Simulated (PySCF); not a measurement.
**Complex of phosphine and hydroxide**

A gas-phase complex of phosphine and hydroxide; charge -1, singlet. The structure comes from a short search (a few tight-binding starts) and was relaxed by PBE0-D3(BJ)/def2-SVPD; another way of binding may lie lower. No frequency run checks that it is a minimum.

| part | name | SMILES | atoms | charge | multiplicity |
| --- | --- | --- | --- | --- | --- |
| 1 | phosphine | P | 1–4 | 0 | 1 |
| 2 | hydroxide | [OH-] | 5–6 | -1 | 1 |

```xyz
6

P     0.373   -0.022    0.581
H     0.904   -0.860   -0.442
H    -1.017   -0.520    0.165
H     0.116    1.139   -0.203
O     2.375    0.765    0.599
H     2.579    0.741    1.539
```
Atoms count from 1 in this order.

```
contact    kind (by geometry)  distance (Å)  angle (°)
P1···O5  short pnictogen bond         2.151        165
```

Interaction energies are complex less parts, with the parts frozen as they stand in it; counterpoise-corrected, in kcal/mol (PySCF). The CCSD(T) estimate is Hartree-Fock/aug-cc-pVTZ, plus the MP2 correlation part extrapolated as X⁻³ from aug-cc-pVDZ and aug-cc-pVTZ, plus CCSD(T) less MP2 in aug-cc-pVDZ; noble-gas cores are frozen. It isn't the exact limit.

Problem. How strongly do the parts interact, level by level?

Solution. 
| level | interaction | superposition error removed |
| --- | --- | --- |
| Hartree-Fock/aug-cc-pVTZ | -15.31 | - |
| MP2/aug-cc-pVTZ | -19.18 | -1.27 |
| CCSD(T), estimated basis limit | -19.61 | - |

Problem. What holds them together? Decompose the MP2/aug-cc-pVTZ energy: frozen parts, their antisymmetrised product, then relaxation.

Solution. electrostatic -68.5, Pauli repulsion +109.7, orbital relaxation -56.6, correlation -5.0 kcal/mol, which sum to the value before the counterpoise correction, the first three by Hartree-Fock. Of the attraction, 53 % is electrostatic, 44 % is orbital relaxation, 4 % is correlation.
